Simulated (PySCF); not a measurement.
MgCl₂ was optimised in PySCF in the def2-TZVP basis family (density fitting, no spin–orbit coupling) with several functionals.

One of them gave a singlet of D∞h symmetry with a mean bond of 2.186 Å to Mg, wavenumbers 105 (×2), 313, 602 cm⁻¹ and a HOMO–LUMO gap of 5.12 eV.

Problem. Which level of theory was it?
A. B3LYP
B. BP86
C. PBE0

Solution. B. That is BP86, with Mg–Cl 2.186 Å (×2). The others give PBE0 2.170 Å and 623 cm⁻¹ for the highest mode; B3LYP 2.177 Å and 615 cm⁻¹ for the highest mode.

The structures come from searches over a few start shapes, so lower isomers are not excluded.
